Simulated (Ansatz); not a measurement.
Write a Python script for the Python package of Ansatz (0.2.0) that makes an active-space calculation of H4N (charge +1), SMILES [NH4+]. Use (for the species named): Hartree-Fock, def2-SVP basis, multiplicity 1.

Contents of `h4n.xyz`:
```text
5

N     0.00008    0.00005   -0.00001
H     0.45587   -0.45072    0.80565
H    -0.97790    0.21754    0.23655
H     0.02408   -0.63735   -0.80822
H     0.49788    0.87048   -0.23397
```

Script `h4n.py`:
```python
import ansatz as az

SETTINGS = {
    "basis": "def2-SVP",
    "charge": 1,
}

system = az.Crystal.molecule_from_extxyz("h4n.xyz")

job = (
    system.calculation()
    .basis(gaussian=SETTINGS["basis"])
    .charge(SETTINGS["charge"])
    .correlation(active_electrons=2, active_orbitals=2)
)
for method in [None, "sc_nevpt2", "fic_mrcisd_q"]:
    data = (job if method is None else job.correlation(method)).run(threads=1, backend="cpu").report
    space = data["configurations"]
    state = space["states"][0]
    print(method or "casscf", f"total {data['free_energy_ev'] / 27.211386246:.6f} Ha, active-space state {state['energy']['hartree']:.6f} Ha, mean field {data['reference_energy_ev'] / 27.211386246:.6f} Ha")
    print("  determinants", state["n_determinants"], " natural occupations", [round(n, 3) for n in space["natural_occupations"]])
print("effectively unpaired electrons, sum of min(n, 2 - n):", round(sum(min(n, 2 - n) for n in space["natural_occupations"]), 3))
```

Running `python h4n.py` prints:
```text
casscf total -56.516042 Ha, active-space state -56.516042 Ha, mean field -56.498338 Ha
  determinants 4  natural occupations [1.983, 0.017]
sc_nevpt2 total -56.685743 Ha, active-space state -56.516040 Ha, mean field -56.498338 Ha
  determinants 4  natural occupations [1.983, 0.017]
RunWarning: the results are in doubt because another end's mean lies 0.000 eV lower, and its corrected mean 0.000 eV higher
fic_mrcisd_q total -56.707180 Ha, active-space state -56.516039 Ha, mean field -56.498338 Ha
  determinants 4  natural occupations [1.983, 0.017]
effectively unpaired electrons, sum of min(n, 2 - n): 0.034
```
(Warnings from the package without file and line.)

Total energies depend on the basis set; only differences at equal settings carry meaning. The geometry is a force-field or estimated start, not a minimum of this method, and the basis set is short of its limit. The active space starts as a window about the frontier orbitals and is then optimised, not chosen by chemistry. A lower CASSCF solution was found and passed over, so the printed active-space state isn't the lowest. Run time: 1.7 s on 1 thread of Intel(R) Xeon(R) 6975P-C (Granite Rapids), with other jobs on the host, peak memory 0.15 GiB.

(Lines on the test bed's own set-up are left out of the output.)
